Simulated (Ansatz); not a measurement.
Two shapes of singlet CHP.

Shape 1:

```xyz
3

H    -0.0141   -0.0348   -1.2687
C     0.0315    0.0093   -0.1899
P     0.0326    0.0363    1.3977
```

Shape 2:

```xyz
3

H     0.0000    0.0003   -1.3349
C     0.0000    0.0001   -0.1644
P     0.0000   -0.0004    1.4992
```

Basis set: def2-SVP (spherical functions). Left uncorrelated: 6 orbitals. Charge 0, multiplicity 1.

Computed with Ansatz (development build ahead of 0.2.0); each method stands on the lowest determinant of its kind that the runs found.

Question: Which shape is lower in energy, and by how much in each method?

Answer:

```json
{"method": "RHF", "E(2) − E(1) (eV)": "0.628"}
{"method": "UHF", "E(2) − E(1) (eV)": "0.285"}
{"method": "RHF-MP2", "E(2) − E(1) (eV)": "0.327"}
{"method": "UHF-MP2", "E(2) − E(1) (eV)": "0.599"}
{"method": "UHF-CCSD(T)", "E(2) − E(1) (eV)": "0.392"}
```

Shape 1 is lower. Caution for RHF, RHF-MP2: an unrestricted determinant lies well below. Caution for UHF, UHF-MP2, UHF-CCSD(T): the unrestricted determinant is a mixture of spin states. Caution for UHF-MP2, UHF-CCSD(T): a plain start can end on a higher determinant. Caution for UHF-CCSD(T): another reference gives a lower total.
